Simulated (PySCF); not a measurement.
# C4H5F: the cost of one run

Programs: PySCF 2.14.0, with density-fitted response routines of our own. Each step states its level of theory. These are calculated values for one molecule in the gas phase, unless marked as measured. Atoms are numbered from 0 throughout.

### 1 The molecule as given

10 atoms, charge 0, multiplicity 1; geometry from: GFN2-xTB. The atoms were then displaced at random by about 0.01 Å, so the start is not that level's minimum.

Bonds of the start (Å): C0–C1 1.23, C1–C2 1.47, C2–C3 1.49, C2–F4 1.38, C0–H5 1.02, C2–H6 1.11, C3–H7 1.09, C3–H8 1.09, C3–H9 1.12.

### 2 Geometry optimisation at PBE0-D3(BJ)/def2-SVP

Job settings and geometry (Å):

```
{"job": {"xc": "PBE0", "basis": "def2-SVP", "d3": "d3bj", "grid": 1, "shake": 0.01, "kind": "geom"}, "charge": 0, "multiplicity": 1}
C      2.288360    -0.022440    -0.267720
C      1.117020     0.278240    -0.069860
C     -0.296190     0.624290     0.119830
C     -1.131890    -0.609410     0.106860
F     -0.688370     1.486370    -0.886990
H      3.271510    -0.241120    -0.428730
H     -0.383400     1.185330     1.068340
H     -1.039090    -1.124900    -0.844180
H     -0.879440    -1.274700     0.936610
H     -2.208090    -0.322590     0.244780
```

Command:

```sh
> OMP_NUM_THREADS=1 python probes_run.py task.json out
```

One launch serves the whole session: the jobs run in the order shown.

**Question.** How long does this first job take on 1 thread of Arm Neoverse V1, shared host, and how much memory does it need?

About 19 s, with a peak of 0.44 GiB.
